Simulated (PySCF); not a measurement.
Species: C3HO2 (charge -1).
Bonds: C1–C2 (triple), C2–C3, C3–O4 (double), C3–O5. Hydrogens: H6 on C1.

The computed photoelectron lines, unassigned: C 1s: 285.43 (area 1), 285.80 (area 1), 288.76 (area 1) eV; O 1s: 531.07 eV.

Level of theory: delta-SCF UKS SCAN, pcX-2 on the ionised atom, pcseg-1 elsewhere, spin-free X2C in PySCF 2.14.0. Isolated species at its GFN2-xTB geometry, gas phase.

Which carbon gives which C 1s line?

285.43 eV: C1 (terminal alkyne carbon); 285.80 eV: C2 (alkyne carbon); 288.76 eV: C3 (carboxylate carbon). Lowest listed C 1s: C1, bonded to C (triple bond) and H. Highest, 3.33 eV above it: C3, bonded to 2 O and C. The widest gap between neighbouring values is 2.96 eV, between 285.80 and 288.76 eV. Summing the Pauling electronegativity differences to the bonded atoms, each weighted by its formal bond order, gives -0.35 for the lowest site and +2.67 for the highest; no listed site has a larger sum than the highest.

Bonded neighbours of each site: C1: C (triple bond) and H; C2: C (triple bond) and C; C3: 2 O and C; O4/O5: C.

Which effective nuclear charge Zeff reproduces each element's mean 1s value in the hydrogen-like formula E = 13.606 eV × Zeff²?

C (Z = 6): mean 286.7 eV, Zeff = 4.59, Z − Zeff = 1.41; O (Z = 8): mean 531.1 eV, Zeff = 6.25, Z − Zeff = 1.75. Means run over the listed sites, weighted by atom count.

Atoms equivalent by their bonding share one computed value, that of the first of them. Spin contamination (⟨S²⟩ against 0.75 for a pure doublet) is marked for C 1s of C2 (0.86), which makes this value less certain. The species carries charge -1, so core ionisation leaves a neutral species. The basis sets have no added diffuse functions.
